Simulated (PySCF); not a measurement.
Bond length, frequency and bond energy of AlS by level of theory

State: ²Σ⁺ (doublet), unpaired electrons σ ↑. Set-up: Al x2c-TZVPPall, S x2c-TZVPPall; spin-free X2C with a Gaussian nucleus (PySCF 2.14). De refers to Al + S in their high-spin ground configurations, without counterpoise correction. The functionals are run spin-unrestricted. A positive dipole means Al(−)S(+). Levels whose curve was spin-contaminated or gave no clean fit are not listed.

```json
{"Level": "UHF", "Re (Å)": "2.020", "ωe (cm⁻¹)": "607", "De (eV)": "2.50", "μ (D)": "-4.69"}
{"Level": "UHF-CCSD", "Re (Å)": "2.042", "ωe (cm⁻¹)": "598", "De (eV)": "3.70", "μ (D)": "n/a"}
{"Level": "UHF-CCSD(T)", "Re (Å)": "2.046", "ωe (cm⁻¹)": "613", "De (eV)": "3.95", "μ (D)": "n/a"}
{"Level": "PBE", "Re (Å)": "2.049", "ωe (cm⁻¹)": "599", "De (eV)": "4.43", "μ (D)": "-3.43"}
{"Level": "PBEsol", "Re (Å)": "2.040", "ωe (cm⁻¹)": "610", "De (eV)": "4.72", "μ (D)": "-3.47"}
{"Level": "PW91", "Re (Å)": "2.047", "ωe (cm⁻¹)": "600", "De (eV)": "4.46", "μ (D)": "-3.44"}
{"Level": "BLYP", "Re (Å)": "2.064", "ωe (cm⁻¹)": "574", "De (eV)": "4.17", "μ (D)": "-3.40"}
{"Level": "r²SCAN", "Re (Å)": "2.031", "ωe (cm⁻¹)": "629", "De (eV)": "4.45", "μ (D)": "-3.77"}
{"Level": "M06-L", "Re (Å)": "2.025", "ωe (cm⁻¹)": "635", "De (eV)": "4.47", "μ (D)": "-3.80"}
{"Level": "PBE0", "Re (Å)": "2.031", "ωe (cm⁻¹)": "619", "De (eV)": "4.21", "μ (D)": "-3.78"}
{"Level": "CAM-B3LYP", "Re (Å)": "2.029", "ωe (cm⁻¹)": "608", "De (eV)": "3.99", "μ (D)": "-3.87"}
```

Task: Which functional lies closest to UHF-CCSD(T) in De, which farthest, and by how much do they differ from it?

Result: Closest is CAM-B3LYP (-1.7 pm in Re, -0.8 % in ωe, +0.04 eV in De against UHF-CCSD(T) in the same basis), farthest PBEsol (-0.6 pm in Re, -0.5 % in ωe, +0.77 eV in De). CCSD(T) converges more slowly with the basis than the functionals do and binds too weakly in this one, so the order can change at the basis-set limit.

Task: What does a quarter of exact exchange do here, going from PBE to PBE0?

Result: PBE0 less PBE: -1.8 pm in Re, +3.3 % in ωe, -0.22 eV in De. Exact exchange removes part of the self-interaction that spreads semilocal densities, and in most molecules shortens and stiffens the bond and lowers De; so it does here.

Task: What does the step from GGA to meta-GGA do here, going from PBE to r²SCAN?

Result: r²SCAN less PBE: -1.8 pm in Re, +5.0 % in ωe, +0.02 eV in De. 

Correlated steps freeze 10 core orbitals. The state is the lowest determinant that a PBE0 search found; another state may lie lower at other levels.

The whole job (state search and all levels along the bond) took about 7.6 min on 1 thread of Arm Neoverse V1 (shared host), peak memory 2.4 GiB.
